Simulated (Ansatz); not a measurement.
Coupled-cluster run, `O[Si]O`.

```yaml
crystal:
  periodic: [false, false, false]
  atoms:
    - {symbol: O, position_ang: [-1.443215, -0.105619, -0.275034]}
    - {symbol: Si, position_ang: [-0.212035, -0.791307, 0.567690]}
    - {symbol: O, position_ang: [1.035984, 0.187496, 0.068585]}
    - {symbol: H, position_ang: [-1.231874, 0.648926, -0.836057]}
    - {symbol: H, position_ang: [1.901141, -0.013096, 0.433418]}
basis:
  gaussian: {orbitals: def2-QZVPP}
correlation: {method: ccsd_t}
```

```sh
$ ansatz run in.yaml --threads 2 --pin off --events-out ev --progress --plain
```

Output of Ansatz, abridged:

```
Functional definition: HF
1494 factors; integrals over basis functions are off by at most 6.1e-4 eV
mean field evaluation 1: about -11968.3818 eV, gradient 5.0e1 eV
mean field evaluation 2: about -11968.3828 eV, gradient 5.0e1 eV
mean field evaluation 4: about -11972.7498 eV, gradient 2.7e0 eV
mean field evaluation 8: about -11972.7872 eV, gradient 2.3e-1 eV
mean field evaluation 16: about -11972.7841 eV, gradient 6.0e-1 eV
mean field -11972.78743631 eV, -439.9918228375 hartree, gradient 4.0e-6 eV, S^2 0.000000; 0 other end points of the search recorded, 0 dependent functions left out
7 core orbitals not correlated: weight in the atoms' cores, before any rotation towards them, 1.000 or more for the frozen orbitals, at most 0.000 for the correlated occupied ones
reference -11972.78743631 eV, -439.9918228375 hartree; 9, 9 occupied and 228, 228 virtual orbitals, 1494 factors
second order -17.19880827 eV of doubles, -0.00000000 eV of singles
cycle   1  -16.88647827 eV  change    3.1e-1 eV  update   9.5e-2
cycle   2  -17.29541394 eV  change   -4.1e-1 eV  update   3.1e-2
cycle   3  -17.40388115 eV  change   -1.1e-1 eV  update   1.7e-2
cycle   4  -17.38287297 eV  change    2.1e-2 eV  update   3.7e-3
cycle   5  -17.38046677 eV  change    2.4e-3 eV  update   1.6e-3
cycle   6  -17.38130162 eV  change   -8.3e-4 eV  update   4.6e-4
cycle   7  -17.38099962 eV  change    3.0e-4 eV  update   1.8e-4
cycle   8  -17.38092533 eV  change    7.4e-5 eV  update   5.5e-5
cycle   9  -17.38094862 eV  change   -2.3e-5 eV  update   2.1e-5
cycle  10  -17.38095338 eV  change   -4.8e-6 eV  update   6.7e-6
perturbative correction -0.69993173 eV, -0.0257220167 hartree
Total energy: -11990.86832142 eV, -440.6562831096 hartree
```

It took 2.1 min on 2 threads of a server CPU on a shared host, with 2 GiB of host memory at the peak.

The correlation energy is -18.081 eV, 3.9 % of it from (T); the T1 diagnostic reads 0.0145.
